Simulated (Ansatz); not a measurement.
CH4Si (SMILES C=[SiH2]): the electronic atomisation energy, rung by rung

CH4Si: 6 atoms, total charge 0, spin state singlet. SMILES: `C=[SiH2]`. The shape is that of a GFN2-xTB optimisation.

Each level gives the electronic atomisation energy (eV). The values are calculated. Electronic energies at fixed atoms, without zero-point motion or spin-orbit coupling.

```csv
level,kind,program,value (eV),less FCI/STO-3G
BLYP/STO-3G,GGA,Ansatz,25.25,+3.10
B3LYP/STO-3G,global hybrid,Ansatz,25.02,+2.87
PBE0/STO-3G,global hybrid,Ansatz,24.89,+2.74
wB97M-V/STO-3G,range-separated hybrid,Ansatz,25.54,+3.39
BCCD(T)/STO-3G,coupled cluster or CI,Ansatz,22.13,-0.02
CCSDT(Q)/STO-3G,coupled cluster or CI,Ansatz,22.15,0.00
CCSDT/STO-3G,coupled cluster or CI,Ansatz,22.14,-0.01
CCSDTQ/STO-3G,coupled cluster or CI,Ansatz,22.15,0.00
FCI/STO-3G,exact in the basis,Ansatz,22.15,0.00
```

FCI/STO-3G is exact within its basis and frozen core, so for wave-function methods in that basis the difference is their error; functionals converge differently with the basis, so for them it is only a difference. The values span 22.13 to 25.54 eV. All rows use very small basis sets, so even the best lies far from the true value.
